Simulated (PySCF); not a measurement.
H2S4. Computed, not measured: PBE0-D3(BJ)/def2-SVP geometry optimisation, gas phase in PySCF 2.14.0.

```
atom  x, y, z in Å
S1     1.0977    1.5271    1.3780
S2     1.3991    0.4496   -0.3609
S3     0.5741   -1.4257   -0.0447
S4    -1.4655   -1.2141   -0.3430
H5    -0.1321    2.0036    1.0636
H6    -1.4732   -1.3405   -1.6929
```

Which two atoms are farthest apart?

S1···H6, 4.93 Å; the next longest distance is 4.54 Å.

Work out the bond lengths S1–S2, S2–S3, S3–S4, S4–H6 in Å.

For S1–S2 the difference vector is (0.3014, -1.0775, -1.7389) Å, of length 2.0678 Å. S1–S2 2.068; S2–S3 2.073; S3–S4 2.072; S4–H6 1.356 Å.

How far apart are these pairs, which share no bond: S2···H5, S2···H6, S3···H5, S4···H5?

S2···H5 2.606 Å (2 bonds apart); S2···H6 3.637 Å (3 bonds apart); S3···H5 3.672 Å (3 bonds apart); S4···H5 3.756 Å (4 bonds apart).

What is the repulsion energy of the bare nuclei, Σ ZA·ZB/RAB?

338.44 Eh over 15 pairs, with full nuclear charges and distances in bohr; the largest single term is 65.52 Eh (S1 with S2).

How far are the heavy atoms from their best plane (unweighted least squares)?

0.421 Å rms; S1 0.24, S2 0.55, S3 0.54, S4 0.23 Å (magnitudes).

Where is the centre of mass (commonest isotopes), and what is the radius of gyration?

Mass 129.904 u; centre at (0.383, -0.158, 0.150) Å; Rg = √(Σ m r²/M) = 1.817 Å. As Ia + Ib + Ic = 2 Σ m r², the three principal moments sum to 858.1 u·Å².

What are the angles S2–S1–H5, S1–S2–S3, S2–S3–S4, S3–S4–H6?

From the scalar product of the two bond vectors; for S2–S1–H5 it is -0.3374 Å² over 2.0678 × 1.3558 Å², cos θ = -0.1203. S2–S1–H5 96.9°; S1–S2–S3 106.6°; S2–S3–S4 106.1°; S3–S4–H6 98.0°.

Give the dihedral angles H5–S1–S2–S3, S2–S3–S4–H6, S1–S2–S3–S4.

H5–S1–S2–S3 -87° (synclinal); S2–S3–S4–H6 84° (synclinal); S1–S2–S3–S4 80° (synclinal). Dihedral signs follow IUPAC: positive where, seen along the central bond, the front bond turns clockwise onto the rear one.

Write the matrix of distances between heavy atoms (Å, lower triangle).

```
S1    0.000
S2    2.068  0.000
S3    3.319  2.073  0.000
S4    4.129  3.313  2.072  0.000
```

No PBE0-D3(BJ)/def2-SVP frequencies stand behind this structure, so it isn't proved a minimum. The numbers are those of one conformer.
